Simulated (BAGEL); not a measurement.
# C3HClF+ (SMILES Fc1c[c+]1Cl): HF/def2-SVP (density fitting with qzvpp-jkfit)

What is the vertical ionisation energy of C3HClF+ at HF/def2-SVP (density fitting with qzvpp-jkfit)? 

The calculation is run with BAGEL 1.2.2.

### Step 1. Starting point

C3HClF+ has 6 atoms, charge +1, and is taken as a singlet. SMILES: `Fc1c[c+]1Cl`. The shape is that of a GFN2-xTB optimisation.

Bond lengths: F1–C2 1.261 Å, C2–C3 1.368 Å, C2–C4 1.409 Å, C3–C4 1.413 Å, C4–Cl5 1.606 Å, C3–H6 1.076 Å. Angles: F1–C2–C3 149.6°, F1–C2–C4 149.3°, C3–C2–C4 61.1°, C2–C3–C4 60.8°, C2–C4–C3 58.0°, C2–C4–Cl5 151.5°, C3–C4–Cl5 150.5°, C2–C3–H6 149.5°, C4–C3–H6 149.7°.

### Step 2. A single-point energy at HF/def2-SVP (density fitting with qzvpp-jkfit)

Input file calc.json:

```json
{ "bagel" : [

{
  "title" : "molecule",
  "basis" : "svp",
  "df_basis" : "qzvpp-jkfit",
  "angstrom" : true,
  "geometry" : [
    { "atom" : "F", "xyz" : [       0.071280,      -2.041020,      -0.358240 ] },
    { "atom" : "C", "xyz" : [       0.054580,      -0.807250,      -0.098410 ] },
    { "atom" : "C", "xyz" : [       0.411420,       0.232150,       0.717050 ] },
    { "atom" : "C", "xyz" : [      -0.349060,       0.497920,      -0.444220 ] },
    { "atom" : "Cl", "xyz" : [      -1.099560,       1.531580,      -1.417380 ] },
    { "atom" : "H", "xyz" : [       0.911330,       0.586630,       1.601200 ] }
  ]
},

{ "title" : "hf", "charge" : 1 },

{ "title" : "print", "file" : "orbitals.molden", "orbitals" : true }

]}
```

Command:

```bash
$ BAGEL_NUM_THREADS=1 BAGEL calc.json > calc.out
```

Log:

```text
* using 1 threads per process

  ===============================================================
  ===============================================================

  *** Geometry ***

  { "atom" : "F", "xyz" : [      0.134700,     -3.856969,     -0.676975 ] },
  { "atom" : "C", "xyz" : [      0.103141,     -1.525481,     -0.185968 ] },
  { "atom" : "C", "xyz" : [      0.777471,      0.438700,      1.355028 ] },
  { "atom" : "C", "xyz" : [     -0.659628,      0.940932,     -0.839454 ] },
  { "atom" : "Cl", "xyz" : [     -2.077867,      2.894267,     -2.678460 ] },
  { "atom" : "H", "xyz" : [      1.722164,      1.108570,      3.025829 ] },

  Number of auxiliary basis functions:      448

  Since a DF basis is specified, we compute 2- and 3-index integrals:
    o Being stored without compression. Storage requirement is 0.022 GB

  Number of basis functions:       79
  Number of electrons      :       45

    * METHOD: MOLECULE                             0.15

  *** RHF ***

  === Nuclear Repulsion ===
   186.6574547532

      * DIIS with orbital gradients will be used.

  === RHF iteration (svp) ===
      0       -672.29829033          0.01492196           0.05
      1       -672.38514187          0.00849864           0.05
      2       -672.41510432          0.00192750           0.05
      3       -672.41762378          0.00036672           0.05
      4       -672.41776354          0.00016420           0.05
      5       -672.41778444          0.00005286           0.05
      6       -672.41778755          0.00001574           0.05
      7       -672.41778786          0.00000589           0.05
      8       -672.41778789          0.00000244           0.05
      9       -672.41778790          0.00000114           0.05
     10       -672.41778790          0.00000049           0.05
     11       -672.41778790          0.00000020           0.05
     12       -672.41778790          0.00000008           0.05
     13       -672.41778790          0.00000004           0.05
     14       -672.41778790          0.00000002           0.05
     15       -672.41778790          0.00000001           0.05
    * SCF iteration converged.

    * Permanent dipole moment:
           (   -0.624971,    -0.285379,    -1.072748) a.u.

    * METHOD: HF                                   0.91

    * METHOD: PRINT                                0.01

  ===============================================================
```

Run time: 1.2 s. Hardware: 1 thread of Arm Neoverse V2, shared host; peak memory 0.1 GiB.

### Step 3. Doublet [C3HClF]2+

Input file job.json:

```json
{ "bagel": [

{
  "title": "molecule",
  "basis": "svp",
  "df_basis": "qzvpp-jkfit",
  "angstrom": true,
  "geometry": [
    { "atom": "F", "xyz": [       0.071280,      -2.041020,      -0.358240 ] },
    { "atom": "C", "xyz": [       0.054580,      -0.807250,      -0.098410 ] },
    { "atom": "C", "xyz": [       0.411420,       0.232150,       0.717050 ] },
    { "atom": "C", "xyz": [      -0.349060,       0.497920,      -0.444220 ] },
    { "atom": "Cl", "xyz": [      -1.099560,       1.531580,      -1.417380 ] },
    { "atom": "H", "xyz": [       0.911330,       0.586630,       1.601200 ] }
  ]
},

{ "title": "uhf", "charge": 2, "nopen": 1 },

{ "title": "print", "file": "orbitals.molden", "orbitals": true }

]}
```

Command:

```bash
$ BAGEL_NUM_THREADS=1 BAGEL job.json > job.out
```

Log:

```text
* using 1 threads per process

  ===============================================================
  ===============================================================

  *** Geometry ***

  { "atom" : "F", "xyz" : [      0.134700,     -3.856969,     -0.676975 ] },
  { "atom" : "C", "xyz" : [      0.103141,     -1.525481,     -0.185968 ] },
  { "atom" : "C", "xyz" : [      0.777471,      0.438700,      1.355028 ] },
  { "atom" : "C", "xyz" : [     -0.659628,      0.940932,     -0.839454 ] },
  { "atom" : "Cl", "xyz" : [     -2.077867,      2.894267,     -2.678460 ] },
  { "atom" : "H", "xyz" : [      1.722164,      1.108570,      3.025829 ] },

  Number of auxiliary basis functions:      448

  Since a DF basis is specified, we compute 2- and 3-index integrals:
    o Being stored without compression. Storage requirement is 0.022 GB

  Number of basis functions:       79
  Number of electrons      :       45

    * METHOD: MOLECULE                             0.15

  *** Open-shell HF ***

  === Nuclear Repulsion ===
   186.6574547532

      * DIIS with orbital gradients will be used.

  === UHF iteration (svp) ===
      0       -671.56653151          0.03732270           0.09
      1       -671.69417449          0.02417975           0.09
      2       -671.73322529          0.01754744           0.09
      3       -671.76732775          0.00259261           0.09
      4       -671.77453146          0.00169508           0.09
      5       -671.77873865          0.00110221           0.09
      6       -671.78050220          0.00040231           0.09
      7       -671.78064874          0.00018156           0.09
      8       -671.78070979          0.00008491           0.09
      9       -671.78072348          0.00005359           0.09
     10       -671.78072991          0.00002996           0.09
     11       -671.78073294          0.00001333           0.09
     12       -671.78073352          0.00000507           0.09
     13       -671.78073362          0.00000228           0.09
     14       -671.78073365          0.00000100           0.09
     15       -671.78073367          0.00000062           0.09
     16       -671.78073369          0.00000044           0.09
     17       -671.78073369          0.00000036           0.09
     18       -671.78073370          0.00000031           0.09
     19       -671.78073370          0.00000028           0.09
     20       -671.78073371          0.00000025           0.09
     21       -671.78073371          0.00000024           0.09
     22       -671.78073371          0.00000023           0.09
     23       -671.78073371          0.00000021           0.09
     24       -671.78073371          0.00000017           0.09
     25       -671.78073371          0.00000013           0.09
     26       -671.78073371          0.00000009           0.09
     27       -671.78073371          0.00000006           0.10
     28       -671.78073371          0.00000004           0.09
     29       -671.78073371          0.00000003           0.09
     30       -671.78073371          0.00000002           0.10
     31       -671.78073371          0.00000002           0.10
     32       -671.78073371          0.00000002           0.10
     33       -671.78073371          0.00000002           0.10
     34       -671.78073371          0.00000001           0.09
     35       -671.78073371          0.00000001           0.09
     36       -671.78073371          0.00000001           0.09
     37       -671.78073371          0.00000001           0.09
     38       -671.78073371          0.00000001           0.10
     39       -671.78073371          0.00000001           0.10
    * SCF iteration converged.

    * S^2 (UHF) is 0.7626

    * Permanent dipole moment:
           (   -0.123954,    -1.605780,    -0.570587) a.u.

    * METHOD: UHF                                  3.84

    * METHOD: PRINT                                0.01

  ===============================================================
```

It took 4.2 s on 1 thread of Arm Neoverse V2, shared host; peak memory 0.1 GiB.

### Step 4. Outcome

At HF/def2-SVP (density fitting with qzvpp-jkfit):

| quantity | value |
| --- | --- |
| singlet C3HClF+: total energy | -672.41779 Eh |
| singlet C3HClF+: HOMO energy | -18.60 eV |
| singlet C3HClF+: LUMO energy | -3.75 eV |
| singlet C3HClF+: HOMO–LUMO gap | 14.85 eV |
| doublet [C3HClF]2+: total energy | -671.78073 Eh |
| doublet [C3HClF]2+: ⟨S²⟩ | 0.763 |
| vertical ionisation energy (to the doublet dication) | 17.335 eV |

In words: The vertical ionisation energy comes to 17.34 eV (400 kcal/mol). −ε(HOMO) before ionisation, 18.60 eV, is 1.26 eV above this ionisation energy.
